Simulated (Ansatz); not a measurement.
Input for Ansatz (development build ahead of 0.2.0):

```yaml
crystal:
  periodic: [false, false, false]
  atoms:
    - { symbol: C, position_ang: [0.0, 0.0, 0.0] }
    - { symbol: Na, position_ang: [0.0, 0.0, 4.14] }
    - { symbol: O, position_ang: [0.0, 2.3994, -0.6429] }
basis:
  gaussian: { orbitals: pcseg-2 }
magnetization:
  initial_magnetization: 1
hamiltonian:
  xc: pbe0
```

The input is written out in the form of the current development build from the run's settings.

Output:

* Converged: yes
* Total energy: -274.99462 hartree
* Spin squared of the determinant: 0.750
* Stability test: minimum among restricted orbitals

Caution: stretched shape with no unrestricted run beside it, a lower state can exist.
